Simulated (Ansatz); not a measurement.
**How well does each level of theory give the bulk modulus B0 of hcp Tl?**

Reference value: 37.4 GPa (measured, copied from a table, unchecked, extrapolated to 0 K and zero-point effects removed; as tabulated in Lejaeghere et al. (2013), arXiv:1204.2733).

Task: Put these levels in order of the bulk modulus B0 that they give for hcp Tl, smallest first: LDA (Ansatz, a quantum-chemistry and plane-wave program), PBEsol+SOC (Ansatz), r²SCAN (Ansatz).

Result: r²SCAN (31.5 GPa), PBEsol+SOC (37.6 GPa), LDA (42.5 GPa)

Unless a cell is named, each level is at its own relaxed cell (LDA 27.29, PBEsol+SOC 28.14, r²SCAN 30.14 Å³/atom).

Errors against the reference: LDA +13.6 %, PBEsol+SOC +0.5 %, r²SCAN -15.8 %.

Density-functional levels without +SOC have no spin–orbit coupling. Each level is taken at its own relaxed cell. Cutoffs differ between the levels. Ansatz's density-functional and Hartree–Fock values are scalar-relativistic unless marked +SOC, with PAW data made under PBE.

Differences are worked out from the printed values.
